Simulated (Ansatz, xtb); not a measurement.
## Two structures of CH5AlO+

We compare X, a doublet given by its coordinates, with Y, a doublet given by its coordinates. Both are isolated ions in the gas phase, relaxed with B3LYP-D3(BJ)/6-311G**.

X (Å):

```xyz
8

C    -2.0801   -1.1233   -0.9470
Al   -0.8624    0.3154   -1.0782
O     0.0562    0.4909    0.5891
H    -2.2327   -1.7464   -0.0686
H    -2.7165   -1.4116   -1.7807
H    -0.2721    1.4390   -1.9695
H    -0.0739   -0.0612    1.3760
H     0.7345    1.1604    0.7720
```

Close contacts (Å): C1–Al2 1.89, Al2–O3 1.91, C1–H4 1.09, C1–H5 1.09, Al2–H6 1.55, O3–H7 0.97, O3–H8 0.97.

Y (Å):

```yaml
atoms:
  - { symbol: C, position_ang: [-1.9977, -0.6623, -1.0551] }
  - { symbol: Al, position_ang: [-0.8681, 0.9403, -1.0148] }
  - { symbol: O, position_ang: [0.4154, 0.5890, 0.4347] }
  - { symbol: H, position_ang: [-2.4927, -0.7822, -0.0860] }
  - { symbol: H, position_ang: [-1.3759, -1.5398, -1.2601] }
  - { symbol: H, position_ang: [-2.7577, -0.5767, -1.8332] }
  - { symbol: H, position_ang: [0.4432, -0.2148, 0.9799] }
  - { symbol: H, position_ang: [1.1224, 1.1884, 0.7216] }
```

Close contacts (Å): C1–Al2 1.96, Al2–O3 1.97, C1–H4 1.09, C1–H5 1.09, C1–H6 1.09, O3–H7 0.97, O3–H8 0.97.

Quicker runs give these differences E(Y) − E(X): GFN2-xTB −0.712 eV; HF/STO-3G −0.425 eV (at GFN2-xTB geometries); r2SCAN-D4/def2-SVP −0.814 eV (at GFN2-xTB geometries).

Problem. Estimate E(Y) − E(X) at the level CCSD(T)/def2-SVP + ΔMP2/def2-TZVPP.

Solution. Calculated at CCSD(T)/def2-SVP + ΔMP2/def2-TZVPP: E(Y) − E(X) = −0.813 eV, so structure Y lies lower.

The same difference at several levels:

```tsv
level	geometry	E(Y) − E(X) (eV)	departure from the last row (eV)	job, with rough time for the two
GFN2-xTB	GFN2-xTB	−0.712	+0.101	optimisation, 0.19 s
HF/STO-3G	GFN2-xTB	−0.425	+0.387	single point, 0.2 s
r2SCAN-D4/def2-SVP	GFN2-xTB	−0.814	−0.001	single point, 3.7 s
B3LYP-D3(BJ)/6-311G**	B3LYP-D3(BJ)/6-311G**	−0.891	−0.078	optimisation, 49 s
HF/def2-SVP	B3LYP-D3(BJ)/6-311G**	−0.500	+0.313	part of the CCSD(T) run
MP2/def2-SVP	B3LYP-D3(BJ)/6-311G**	−0.900	−0.087	part of the CCSD(T) run
CCSD(T)/def2-SVP	B3LYP-D3(BJ)/6-311G**	−0.793	+0.020	single point
CCSD(T)/def2-SVP + ΔMP2/def2-TZVPP	B3LYP-D3(BJ)/6-311G**	−0.813		single point, 11 s
```

None of the levels shown reverses the order. The largest departure from CCSD(T)/def2-SVP + ΔMP2/def2-TZVPP is that of HF/STO-3G, 0.387 eV. The last row adds to CCSD(T) the change of the MP2 difference between the two basis sets, here −0.020 eV.

With harmonic frequencies from B3LYP-D3(BJ)/6-311G** (ideal gas, rigid rotor, one conformer each, 200 K, 1 atm): the zero-point term adds +0.123 eV; ΔH is −0.686 and ΔG −0.703 eV.

Open shells are spin-unrestricted. The correlated steps freeze 7 core orbitals. Programs: Ansatz 0.2.0, xtb 6.7.1; the last row on 2 threads of Arm Neoverse V2 on a shared host.
